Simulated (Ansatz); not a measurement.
## Relaxing zirconium (hcp)

The calculation used DFT, r2SCAN, plane waves (500 eV) with PAW, scalar-relativistic (Ansatz). The PAW files were generated under PBE, with cores re-solved for the functional.

k-point mesh 11×11×6, Fermi-Dirac smearing 0.05 eV, starting moments 1.00 ×2 μB. Cell and atoms relax.

Starting structure:

```
Zr
1.0
     3.23200    0.00000    0.00000
    -1.61600    2.79899    0.00000
     0.00000    0.00000    5.14700
Zr
2
Direct
  0.33333 0.66667 0.25000
  0.66667 0.33333 0.75000
```

Q: The pressure at the start is 0.8 GPa. By how much does the volume change?

A: From 23.28 to 23.49 Å³ per atom, 0.9 %. The final cell has a = 3.245 Å, c = 5.149 Å (c/a = 1.587).

Q: How much energy does the relaxation gain?

A: 0.6 meV per atom.

Path of the relaxation (the plane waves are chosen anew near the end, which can shift the energy a little):

| step | E − E(final) (meV/atom) | V (Å³/atom) | P (GPa) | max force (eV/Å) |
| --- | --- | --- | --- | --- |
| 0 | 0.60 | 23.281 | 0.83 | 0.000 |
| 1 | 0.12 | 23.473 | 0.04 | 0.000 |
| 2 | 0.11 | 23.486 | -0.01 | 0.000 |
| 3 | 0.00 | 23.486 | -0.01 | 0.000 |

Q: Which magnetic state does it end in?

A: non-magnetic.
